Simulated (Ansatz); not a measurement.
# CH5, doublet: from triple and quadruple zeta to the limit

```xyz
6

C    -0.1250    0.0000    0.0000
H    -0.4882    1.0273    0.0000
H    -0.4882   -0.5137    0.8897
H    -0.4882   -0.5137   -0.8897
H     0.9646    0.0000    0.0000
H     1.9890    0.0000    0.0000
```

Ansatz 0.2.0, UHF determinant, valence electrons correlated. Energies in eV.

```
       set  X  functions  Hartree–Fock  MP2 correlation  CCSD(T) correlation                                                                                                              time
def2-TZVPP  3        101    -1106.9184          -5.6247              -6.4301  3.8 s on 1 × NVIDIA H100 80GB HBM3 with 1 thread of AMD EPYC 7R13 Processor (Zen 3), with other jobs on the host
def2-QZVPP  4        207    -1106.9886          -5.9593              -6.7142  4.7 s on 1 × NVIDIA H100 80GB HBM3 with 1 thread of AMD EPYC 7R13 Processor (Zen 3), with other jobs on the host
```

Hartree–Fock is taken to follow E(X) = E∞ + A·exp(−7.88·√X), correlation E(X) = E∞ + B·X^−2.97.

Q: Work out the CCSD(T) energy at the limit, and how far the shortcut misses it that extrapolates MP2 and adds CCSD(T) minus MP2 from the smaller set.

A: Hartree–Fock: E∞ = E4 + 0.1377·(E4 − E3) = -1106.9983. Correlation: E∞ = E4 + 0.7407·(E4 − E3) = -6.9247 for CCSD(T) and -6.2071 for MP2. The limit is -1113.9230 eV, 0.220 eV below def2-QZVPP. The shortcut gives a correlation energy of -6.2071 + (-0.8054) = -7.0124, 88 meV lower than the direct value.
